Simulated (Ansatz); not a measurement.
Ideal-gas functions of hydrogen peroxide, H₂O₂ at 298.15 K and 1 bar, from an Ansatz frequency run at PBE0-D4/def2-TZVP.

Molar mass 34.01 g/mol, point group C2 (symmetry number 2), electronic degeneracy 1, moments of inertia 1.653, 18.519, 19.146 u Å². Harmonic wavenumbers (cm⁻¹, unscaled): 396, 1008, 1347, 1464, 3805, 3805.

Use S(trans) = R[1.5 ln M + 2.5 ln T − 1.1517]; rotational temperatures θ = 24.2544 K / I; S(rot) = R[ln(√π/σ · √(T³/θAθBθC)) + 1.5]; for each mode x = 1.438777 ν̃/T, S = R[x/(eˣ − 1) − ln(1 − e⁻ˣ)] and H = RT x/(eˣ − 1); 1 cm⁻¹ = 0.0119627 kJ/mol; R = 8.31446 J/(mol·K).

Task: By hand: the entropy, in J/(mol·K).

Result: Translation 152.8. Rotation: θ = 14.673, 1.3097, 1.2668 K, giving 69.3. Vibration, mode by mode: 4.09, 0.38, 0.09, 0.06, 0.00, 0.00, in all 4.6. Electronic 0.0. Sum 226.7 J/(mol·K).

Task: By hand: H − E and G − E in kJ/mol, counted from the electronic energy.

Result: Zero-point energy ½ × 11825 × 0.0119627 = 70.7; thermal vibration 1.0; translation, rotation and pV give 4 RT = 9.9. H − E = 81.6 kJ/mol, and G − E = 81.6 − 298.15 × 226.7/1000 = 14.0 kJ/mol.

Vibration gives 2 % of the entropy. The sum counts one conformer and one mirror image; others add a mixing term.
